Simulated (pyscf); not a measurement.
Single points on ωB97X-D3(BJ)/def2-SVP structures (PySCF, gas phase).

**Question.** How much does it cost (ΔH, 298 K, ωB97M-D3(BJ)/def2-TZVP) to split H₂C=CH–C(=CH₂)–CH₂–CH₃ at its C–C bond into •HC=CH₂ + H₂C=C•–CH₂–CH₃?

**Answer.** C–C to •HC=CH₂ + H₂C=C•–CH₂–CH₃: 111.7 kcal/mol. The 7 functionals that were run give +102.7 (r²SCAN) to +112.0 kcal/mol (ωB97X-D3(BJ)). The radicals are drawn with the spin at the cut bond; how far it spreads was not checked. H₂C=CH–C(=CH₂)–CH₂–CH₃ lies 17.8 kcal/mol over its isomer cyclohexene, and others may lie lower still (electronic energy, ωB97M-D3(BJ)). H₂C=C•–CH₂–CH₃ lies 23.5 kcal/mol over its isomer •H₂C–CH=CH–CH₃, and others may lie lower still (electronic energy, ωB97M-D3(BJ)). Other isomers of •HC=CH₂ were not searched in full and may lie lower.
